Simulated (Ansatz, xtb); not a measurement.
Two structures of CH2SSi+

Structure I is the doublet with the links of `[CH2][Si]#[S+]` and structure II is a doublet given by its coordinates. Both are isolated ions in the gas phase, relaxed with B3LYP/6-31G*.

I (Å):

```xyz
5

C    -0.1396   -1.2036   -1.5711
S    -2.4545   -0.5741    1.2408
Si   -1.2606   -0.8989   -0.2097
H    -0.3160   -0.7472   -2.5452
H     0.7292   -1.8483   -1.4380
```

II (Å):

```xyz
5

C    -0.9775   -0.8112   -1.2341
S    -0.2441   -2.4085   -1.1621
Si    0.1967   -1.3573    0.6229
H    -1.9346   -0.5912   -0.7582
H    -0.6550   -0.1440   -2.0309
```

Close contacts (Å): C1–S2 1.76, C1–Si3 2.26, S2–Si3 2.12, C1–H4 1.09, C1–H5 1.09.

Quicker runs give these differences E(II) − E(I): GFN2-xTB +13.6 kcal/mol; HF/STO-3G −26.9 kcal/mol (at GFN2-xTB geometries); r2SCAN-D4/def2-SVP +7.2 kcal/mol (at GFN2-xTB geometries).

Which of the two would you expect CCSD(T)/def2-TZVP electronic energies to favour?

Structure II; the calculation gives E(II) − E(I) = −2.7 kcal/mol.

How the difference moves with the method:

| level | geometry | E(II) − E(I) (kcal/mol) | departure from the last row (kcal/mol) | job, with rough time for the two |
| --- | --- | --- | --- | --- |
| GFN2-xTB | GFN2-xTB | +13.6 | +16.3 | optimisation, 0.1 s |
| HF/STO-3G | GFN2-xTB | −26.9 | −24.3 | single point, 1.4 s |
| r2SCAN-D4/def2-SVP | GFN2-xTB | +7.2 | +9.8 | single point, 6.9 s |
| B3LYP/6-31G* | B3LYP/6-31G* | −4.2 | −1.5 | optimisation, 1.9 min |
| HF/def2-TZVP | B3LYP/6-31G* | +1.4 | +4.1 | part of the CCSD(T) run |
| MP2/def2-TZVP | B3LYP/6-31G* | −0.2 | +2.5 | part of the CCSD(T) run |
| CCSD(T)/def2-TZVP | B3LYP/6-31G* | −2.7 |  | single point, 69 s |

GFN2-xTB, r2SCAN-D4/def2-SVP, HF/def2-TZVP put the two in the other order. MP2/def2-TZVP finds them nearly level. The largest departure from CCSD(T)/def2-TZVP is that of HF/STO-3G, 24.3 kcal/mol.

With harmonic frequencies from B3LYP/6-31G* (ideal gas, rigid rotor, one conformer each, 298.15 K, 1 atm): on the last row, ΔE + ΔZPE = −1.8, ΔH = −2.1, ΔG = −2.4 kcal/mol.

Open shells are spin-unrestricted, with notable spin contamination under HF/STO-3G. The correlated steps freeze 11 core orbitals. Mirror images aren't counted in ΔG. Programs: Ansatz 0.2.0, xtb 6.7.1; the last row on 1 thread of Arm Neoverse V2 on a shared host.
